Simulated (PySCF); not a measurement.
# CH₈AlSi−: magnetic properties

Wanted: magnetic properties for CH₈AlSi− (`[AlH3-][CH2][SiH3]`).

Computed with PySCF 2.14.0 and routines of our own; the level stands in each step. Atoms count from 0.

### 1 The starting structure

11 atoms, charge -1, multiplicity 1; geometry from: GFN2-xTB.

### 2 Magnetic properties: GIAO B3LYP/aug-pcSseg-1

Job settings and geometry (Å):

```
{"job": {"kind": "mag", "xc": "B3LYP", "basis": "aug-pcSseg-1", "isotopologues": 4}, "charge": -1, "multiplicity": 1}
Al     1.646020     0.637253     0.003725
C      0.107642    -0.733498    -0.140512
Si    -1.644494    -0.129495     0.081986
H      3.030170    -0.167761    -0.232592
H      1.460534     1.771571    -1.132098
H      1.632423     1.302753     1.476289
H      0.281460    -1.537115     0.593567
H      0.168942    -1.231446    -1.121881
H     -2.080696     0.859693    -0.918974
H     -1.929102     0.442168     1.409707
H     -2.667475    -1.211452    -0.045180
```

Level: GIAO B3LYP/aug-pcSseg-1 magnetisability, rotational g tensor and spin-rotation constants, non-relativistic, gas phase.

Started as:

```bash
> OMP_NUM_THREADS=1 python excited_run.py task.json out
```

This one command runs all jobs of the session in turn.

Standard output:

```text
coarse grid: 9296 points
cycle   1  E = -574.8172239751  dE = -3.412e-01  |g| = 4.890e-01  |ddm| = 3.361e+00
cycle   2  E = -574.7459562282  dE =  7.127e-02  |g| = 6.912e-01  |ddm| = 1.611e+00
cycle   3  E = -574.8936449479  dE = -1.477e-01  |g| = 6.596e-02  |ddm| = 1.190e+00
cycle   4  E = -574.8951101726  dE = -1.465e-03  |g| = 9.101e-03  |ddm| = 1.672e-01
cycle   5  E = -574.8951449838  dE = -3.481e-05  |g| = 4.311e-03  |ddm| = 3.288e-02
cycle   6  E = -574.8951507676  dE = -5.784e-06  |g| = 3.160e-04  |ddm| = 1.124e-02
final grid: 78000 points
cycle   7  E = -574.9109151043  dE = -7.145e-06  |g| = 2.968e-03  |ddm| = 6.752e-02
cycle   8  E = -574.9109121312  dE =  2.973e-06  |g| = 4.416e-03  |ddm| = 1.182e-02
cycle   9  E = -574.9109174750  dE = -5.344e-06  |g| = 2.451e-04  |ddm| = 5.999e-03
cycle  10  E = -574.9109174896  dE = -1.460e-08  |g| = 4.306e-05  |ddm| = 4.982e-04
cycle  11  E = -574.9109174901  dE = -5.163e-10  |g| = 1.098e-05  |ddm| = 1.521e-04
converged SCF energy = -574.9109174901

Magnetisability tensor (1e-30 J/T^2)
     -975.71      -12.20        2.48
      -12.20     -915.22       -1.28
        2.48       -1.28     -903.94
isotropic -931.63   principal values    -978.14   -913.17   -903.56
isotropic susceptibility -56.104 1e-6 cm^3/mol

Inertial axes            a          b          c
rot. const./GHz     17.8925     2.5880     2.4334
chi total           -58.898    -54.999    -54.414
chi diamagnetic    -182.963   -591.013   -622.965
chi paramagnetic    124.064    536.013    568.551
quadrupole/D A      -20.737      9.931     10.806
g nuclear            0.8249     0.5935     0.5940
g electronic        -1.0429    -0.6517    -0.6500
g total             -0.2179    -0.0582    -0.0560

Spin-rotation constants (kHz, H = +C I.J)
atom  isotope        aa         bb         cc
  0   27Al        9.283      1.430      1.386
  3     1H       -0.116     -0.019     -0.131
  4     1H       -0.969     -0.066      0.023
  5     1H       -0.969     -0.067      0.024
  6     1H       -1.797     -0.145     -0.087
  7     1H       -1.798     -0.145     -0.087
  8     1H       -1.472     -0.083      0.035
  9     1H       -1.471     -0.084      0.035
 10     1H        0.088     -0.068     -0.165
  1    13C*       2.274      0.285      0.182
  2   29Si*      -9.282     -1.412     -1.467
* in the singly substituted isotopologue

Isotopologues: g along a, b, c
2H    at 3,4,5,6,7,8,9,    -0.1323    -0.0487    -0.0468
13C   at 1                 -0.2132    -0.0582    -0.0559
30Si  at 2                 -0.2174    -0.0572    -0.0550
2H    at 3                 -0.2121    -0.0554    -0.0533
```

Wall time 24 s (1 thread of Arm Neoverse N1, shared host); peak memory 0.73 GiB.

From this job:

```
              quantity                      value
       magnetisability            -932·10⁻³⁰ J/T²
  molar susceptibility         -56.1·10⁻⁶ cm³/mol
rotational g (a, b, c)  -0.2179, -0.0582, -0.0560
```

The fields below are evaluated on a grid from the run's orbitals.

Frontier orbitals at B3LYP/aug-pcSseg-1, with the share of their density that lies nearest to each atom:

```csv
orbital,energy (eV),lies on
HOMO,-2.49,H3 61 %; C1 9 %; Al0 9 %
LUMO,2.41,"H10 36 %; H8, H9 about 24 % each"
```

ELF in a plane through or near 5 of the atoms.

Values, 10 rows by 14 columns:
```
0.00 0.00 0.00 0.00 0.00 0.00 0.00 0.00 0.00 0.00 0.00 0.00 0.00 0.00
0.00 0.00 0.00 0.00 0.01 0.01 0.00 0.00 0.00 0.00 0.00 0.00 0.00 0.00
0.00 0.00 0.00 0.03 0.11 0.12 0.02 0.00 0.04 0.07 0.03 0.00 0.00 0.00
0.00 0.00 0.00 0.10 0.27 0.26 0.07 0.01 0.22 0.37 0.15 0.01 0.00 0.00
0.00 0.01 0.08 0.16 0.34 0.55 0.36 0.41 0.09 0.29 0.20 0.17 0.03 0.00
0.00 0.30 0.97 1.00 0.11 0.28 0.95 0.62 0.54 0.27 0.99 1.00 0.51 0.00
0.00 0.51 1.00 1.00 0.96 0.27 0.65 0.28 0.59 0.47 1.00 1.00 0.49 0.00
0.00 0.06 0.87 0.99 0.55 0.03 0.17 0.33 0.14 0.03 0.39 0.63 0.01 0.00
0.00 0.00 0.04 0.27 0.04 0.00 0.03 0.05 0.05 0.00 0.00 0.00 0.00 0.00
0.00 0.00 0.00 0.00 0.00 0.00 0.00 0.00 0.00 0.00 0.00 0.00 0.00 0.00
```
The map spans 11.0 Å across and 8.1 Å up, centred on the molecule. Atoms in the plane (x, y in Å): Al0 (-1.7, 0.3), C1 (0.1, -0.8), Si2 (1.6, 0.2), H3 (-2.9, -0.8), H10 (2.9, -0.6).

On the surface of density 0.002 e/bohr³ the electrostatic potential runs, from the 1st to the 99th percentile, from -5.05 to -2.93 V.

### 3 Magnetic properties: GIAO KT3/pcseg-1 in water

Settings changed since step 2:

```diff
@@ -1,2 +1,2 @@
-{"job": {"kind": "mag", "xc": "B3LYP", "basis": "aug-pcSseg-1", "isotopologues": 4}, "charge": -1, "multiplicity": 1}
+{"job": {"kind": "mag", "xc": "KT3", "basis": "pcseg-1", "solvent": "water"}, "charge": -1, "multiplicity": 1}
 Al     1.646020     0.637253     0.003725
```

With the program's defaults for keys left out, this is: GIAO KT3/pcseg-1 magnetisability, non-relativistic, IEF-PCM water.

Standard output:

```text
coarse grid: 9296 points
cycle   1  E = -579.8339721985  dE = -3.948e-01  |g| = 4.774e-01  |ddm| = 3.017e+00
cycle   2  E = -579.7319860274  dE =  1.020e-01  |g| = 7.475e-01  |ddm| = 1.730e+00
cycle   3  E = -579.9109349313  dE = -1.789e-01  |g| = 7.729e-02  |ddm| = 1.160e+00
cycle   4  E = -579.9133091185  dE = -2.374e-03  |g| = 8.695e-03  |ddm| = 1.352e-01
cycle   5  E = -579.9133451823  dE = -3.606e-05  |g| = 3.102e-03  |ddm| = 2.689e-02
cycle   6  E = -579.9133493293  dE = -4.147e-06  |g| = 2.272e-04  |ddm| = 6.700e-03
final grid: 78000 points
cycle   7  E = -579.9514347811  dE = -2.039e-05  |g| = 4.759e-03  |ddm| = 2.230e-02
cycle   8  E = -579.9514255956  dE =  9.186e-06  |g| = 7.406e-03  |ddm| = 1.361e-02
cycle   9  E = -579.9514411405  dE = -1.554e-05  |g| = 7.588e-04  |ddm| = 8.605e-03
cycle  10  E = -579.9514413481  dE = -2.076e-07  |g| = 8.730e-05  |ddm| = 1.481e-03
cycle  11  E = -579.9514413513  dE = -3.120e-09  |g| = 1.378e-05  |ddm| = 1.729e-04
cycle  12  E = -579.9514413513  dE = -7.913e-11  |g| = 3.266e-06  |ddm| = 3.194e-05
converged SCF energy = -579.9514413513

Magnetisability tensor (1e-30 J/T^2)
     -968.08       -6.60        3.57
       -6.60     -907.40       -1.79
        3.57       -1.79     -895.26
isotropic -923.58   principal values    -968.94   -907.08   -894.72
isotropic susceptibility -55.619 1e-6 cm^3/mol

Inertial axes            a          b          c
rot. const./GHz     17.8925     2.5880     2.4334
chi total           -58.290    -54.687    -53.881
chi diamagnetic    -178.672   -586.035   -617.599
chi paramagnetic    120.382    531.349    563.718
quadrupole/D A      -19.739      9.762      9.977
```

It took 8.1 s on 1 thread of Arm Neoverse N1, shared host; peak memory 0.45 GiB.

Key values:

```
            quantity               value
     magnetisability     -924·10⁻³⁰ J/T²
molar susceptibility  -55.6·10⁻⁶ cm³/mol
```

### 4 Magnetic properties: GIAO OLYP/6-311G**, grid 1

Settings changed since step 3:

```diff
@@ -1,2 +1,2 @@
-{"job": {"kind": "mag", "xc": "KT3", "basis": "pcseg-1", "solvent": "water"}, "charge": -1, "multiplicity": 1}
+{"job": {"kind": "mag", "xc": "OLYP", "basis": "6-311G**", "grid": 1, "scf": {"aux": "def2-qzvpp-jkfit"}}, "charge": -1, "multiplicity": 1}
 Al     1.646020     0.637253     0.003725
```

Method: GIAO OLYP/6-311G** magnetisability, rotational g tensor and spin-rotation constants, non-relativistic, gas phase.

Standard output:

```text
final grid: 37720 points
cycle   1  E = -574.7369075742  dE = -3.053e-01  |g| = 5.659e-01  |ddm| = 2.340e+00
cycle   2  E = -574.5122953391  dE =  2.246e-01  |g| = 9.798e-01  |ddm| = 2.262e+00
cycle   3  E = -574.8371001644  dE = -3.248e-01  |g| = 1.152e-01  |ddm| = 1.768e+00
cycle   4  E = -574.8420410856  dE = -4.941e-03  |g| = 2.162e-02  |ddm| = 1.828e-01
cycle   5  E = -574.8422551607  dE = -2.141e-04  |g| = 9.449e-03  |ddm| = 5.055e-02
cycle   6  E = -574.8422838693  dE = -2.871e-05  |g| = 7.638e-04  |ddm| = 1.226e-02
cycle   7  E = -574.8422839942  dE = -1.249e-07  |g| = 2.113e-04  |ddm| = 1.013e-03
cycle   8  E = -574.8422840094  dE = -1.518e-08  |g| = 4.524e-05  |ddm| = 3.549e-04
cycle   9  E = -574.8422840101  dE = -7.267e-10  |g| = 7.438e-06  |ddm| = 7.451e-05
converged SCF energy = -574.8422840101

Magnetisability tensor (1e-30 J/T^2)
     -976.95      -18.36        1.51
      -18.36     -913.80       -0.80
        1.51       -0.80     -902.83
isotropic -931.19   principal values    -981.91   -909.07   -902.60
isotropic susceptibility -56.078 1e-6 cm^3/mol

Inertial axes            a          b          c
rot. const./GHz     17.8925     2.5880     2.4334
chi total           -59.128    -54.750    -54.356
chi diamagnetic    -181.365   -589.314   -621.052
chi paramagnetic    122.237    534.564    566.696
quadrupole/D A      -20.501      9.995     10.506
g nuclear            0.8249     0.5935     0.5940
g electronic        -1.0275    -0.6499    -0.6479
g total             -0.2026    -0.0565    -0.0539

Spin-rotation constants (kHz, H = +C I.J)
atom  isotope        aa         bb         cc
  0   27Al        8.762      1.368      1.329
  3     1H       -0.117     -0.019     -0.128
  4     1H       -0.982     -0.064      0.026
  5     1H       -0.982     -0.064      0.026
  6     1H       -1.802     -0.144     -0.086
  7     1H       -1.803     -0.144     -0.086
  8     1H       -1.486     -0.083      0.034
  9     1H       -1.485     -0.084      0.034
 10     1H        0.083     -0.067     -0.166
  1    13C*       2.142      0.265      0.157
  2   29Si*      -8.991     -1.375     -1.430
* in the singly substituted isotopologue
```

It took 9.2 s on 1 thread of Arm Neoverse N1, shared host; peak memory 0.45 GiB.

From this job:

```csv
quantity,value
magnetisability,-931·10⁻³⁰ J/T²
molar susceptibility,-56.1·10⁻⁶ cm³/mol
"rotational g (a, b, c)","-0.2026, -0.0565, -0.0539"
```

### 5 Magnetic properties: GIAO KT1/6-31++G**

Job settings and geometry (Å):

```
{"job": {"kind": "mag", "xc": "KT1", "basis": "6-31++G**", "scf": {"aux": "cc-pvdz-ri", "max_cycle": 69}}, "charge": -1, "multiplicity": 1}
Al     1.596639     0.618135     0.003613
C      0.104413    -0.711493    -0.136297
Si    -1.595159    -0.125610     0.079526
H      2.939265    -0.162728    -0.225614
H      1.416718     1.718424    -1.098135
H      1.583450     1.263670     1.432000
H      0.273016    -1.491002     0.575760
H      0.163874    -1.194503    -1.088225
H     -2.018275     0.833902    -0.891405
H     -1.871229     0.428903     1.367416
H     -2.587451    -1.175108    -0.043825
```

With the program's defaults for keys left out, this is: GIAO KT1/6-31++G** magnetisability, rotational g tensor and spin-rotation constants, non-relativistic, gas phase.

Standard output:

```text
final grid: 78000 points
cycle   1  E = -578.3939505998  dE = -1.188e-01  |g| = 5.392e-01  |ddm| = 3.322e+00
cycle   2  E = -578.1787159609  dE =  2.152e-01  |g| = 9.651e-01  |ddm| = 4.931e+00
cycle   3  E = -578.4952515730  dE = -3.165e-01  |g| = 9.716e-02  |ddm| = 4.695e+00
cycle   4  E = -578.4990004556  dE = -3.749e-03  |g| = 2.175e-02  |ddm| = 5.060e-01
cycle   5  E = -578.4992096663  dE = -2.092e-04  |g| = 7.699e-03  |ddm| = 1.453e-01
cycle   6  E = -578.4992337790  dE = -2.411e-05  |g| = 7.203e-04  |ddm| = 2.479e-02
cycle   7  E = -578.4992339727  dE = -1.936e-07  |g| = 1.915e-04  |ddm| = 4.336e-03
cycle   8  E = -578.4992339869  dE = -1.422e-08  |g| = 3.996e-05  |ddm| = 9.782e-04
cycle   9  E = -578.4992339876  dE = -7.000e-10  |g| = 7.623e-06  |ddm| = 2.446e-04
converged SCF energy = -578.4992339876

Magnetisability tensor (1e-30 J/T^2)
    -1003.51      -24.68        1.84
      -24.68     -929.87       -2.45
        1.84       -2.45     -907.53
isotropic -946.97   principal values   -1011.02   -922.90   -906.98
isotropic susceptibility -57.028 1e-6 cm^3/mol

Inertial axes            a          b          c
rot. const./GHz     19.0164     2.7505     2.5863
chi total           -60.863    -55.600    -54.620
chi diamagnetic    -176.029   -560.034   -590.053
chi paramagnetic    115.166    504.434    535.433
quadrupole/D A      -19.566      9.410     10.156
g nuclear            0.8249     0.5935     0.5940
g electronic        -1.0289    -0.6518    -0.6506
g total             -0.2039    -0.0583    -0.0566

Spin-rotation constants (kHz, H = +C I.J)
atom  isotope        aa         bb         cc
  0   27Al        8.732      1.383      1.345
  3     1H       -0.144     -0.020     -0.144
  4     1H       -1.113     -0.073      0.028
  5     1H       -1.113     -0.074      0.028
  6     1H       -2.074     -0.166     -0.107
  7     1H       -2.074     -0.166     -0.107
  8     1H       -1.694     -0.097      0.038
  9     1H       -1.694     -0.097      0.038
 10     1H        0.071     -0.077     -0.183
  1    13C*       1.807      0.208      0.104
  2   29Si*      -8.394     -1.293     -1.345
* in the singly substituted isotopologue
```

Wall time 11 s (1 thread of Arm Neoverse N1, shared host); peak memory 0.45 GiB.

It converged, yet the result is unsound: all coordinates were scaled by 0.97; the fitting basis cc-pvdz-ri is not made for Coulomb and exchange fitting here.

### 6 The levels compared

| level | ξ (10⁻³⁰ J/T²) | g(a) | g(b) | gap (eV) | functions | time |
| --- | --- | --- | --- | --- | --- | --- |
| GIAO B3LYP/aug-pcSseg-1 | -932 | -0.2179 | -0.0582 | 4.89 | 164 | 24 s |
| GIAO OLYP/6-311G**, grid 1 | -931 | -0.2026 | -0.0565 | 5.11 | 118 | 9.2 s |

### 7 Summary of results

| quantity | value |
| --- | --- |
| magnetisability (step 2, GIAO B3LYP/aug-pcSseg-1) | -932·10⁻³⁰ J/T² |
| molar susceptibility (step 2, GIAO B3LYP/aug-pcSseg-1) | -56.1·10⁻⁶ cm³/mol |
| rotational g (a, b, c) (step 2, GIAO B3LYP/aug-pcSseg-1) | -0.2179, -0.0582, -0.0560 |
| magnetisability over the levels | -932 to -931·10⁻³⁰ J/T² |
| runs | 0 failed, 1 ended on unsound input |

What this shows: For an ion, the motion of the centre of mass in the field is left out. The geometry comes from tight binding, which is rough for metal atoms, and these values hang on it. The magnetisability spreads by 0.0 % over 2 levels, from GIAO B3LYP/aug-pcSseg-1 (24 s) to GIAO OLYP/6-311G**, grid 1 (9.2 s); the runs took 9.2 s to 24 s. Two levels can agree by chance, so this spread shows no convergence. Vibrational averaging and real surroundings are missing from these values.
